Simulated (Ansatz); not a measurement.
**SiH₂F− (SMILES F[SiH2-]): one structure at several levels**

One table from this session's results is given with a row withheld; the runs are named, their logs left out.

Method: single points in def2-TZVPPD; program: Ansatz 0.2.0, Gaussian basis.

Cores are frozen in the correlated methods. B3LYP uses VWN-RPA correlation.

## Starting geometry

4 atoms, charge -1, spin multiplicity 1.

Atoms are counted from 1 here; the program's logs count them from 0.

Bond lengths: F1–Si2 1.576 Å, Si2–H3 1.655 Å, Si2–H4 1.646 Å. Angles: F1–Si2–H3 92.0°, F1–Si2–H4 105.5°, H3–Si2–H4 97.8°.

As a file:

```
F     1.1498    0.6728   -0.3554
Si   -0.0116   -0.3899   -0.4191
H    -1.1687    0.7789   -0.2371
H    -0.1028   -1.0317    1.0939
```

Set-up of the first run:

Contents of run/in.yaml:

```yaml
crystal:
  periodic: [false, false, false]
  atoms:
    - {symbol: F, position_ang: [1.149800, 0.672800, -0.355400]}
    - {symbol: Si, position_ang: [-0.011600, -0.389900, -0.419100]}
    - {symbol: H, position_ang: [-1.168700, 0.778900, -0.237100]}
    - {symbol: H, position_ang: [-0.102800, -1.031700, 1.093900]}
basis:
  gaussian: {orbitals: "def2-TZVPPD.json"}
total_charge: -1
correlation: {method: ccsd_t}
output: {forces: true}
```

The basis file named in the input lies beside it (Basis Set Exchange, JSON).

No record of the launch command was kept for these runs.

Steps of the session up to this table: CCSD(T)/def2-TZVPPD; PBE0-D4/def2-TZVPPD; wB97M-V/def2-TZVPPD; r2SCAN-D4/def2-TZVPPD; PBE-D4/def2-TZVPPD; wB97X-V/def2-TZVPPD; B3LYP-D4/def2-TZVPPD.

One of the session's tables, all rows but one given; the rest of the session is left out.

| method | RMS force component (eV/Å) | angle to CCSD(T) forces (°) |
| --- | --- | --- |
| CCSD(T) | 1.504 | reference |
| PBE0-D4 | 1.432 | 1.2 |
| wB97M-V | 1.511 | 1.1 |
| r2SCAN-D4 | 1.434 | 1.6 |
| PBE-D4 | 1.612 | 6.6 |
| wB97X-V | ? | ? |
| B3LYP-D4 | 1.500 | 2.3 |

Estimate the missing values for wB97X-V.

The run gave: RMS force component (eV/Å): 1.521; angle to CCSD(T) forces (°): 0.3. In the column «RMS force component (eV/Å)» it lies between wB97M-V (1.511) and PBE-D4 (1.612).

Limits of these values: The anion's highest level is positive in at least one run, so there the basis alone may hold the extra electron.
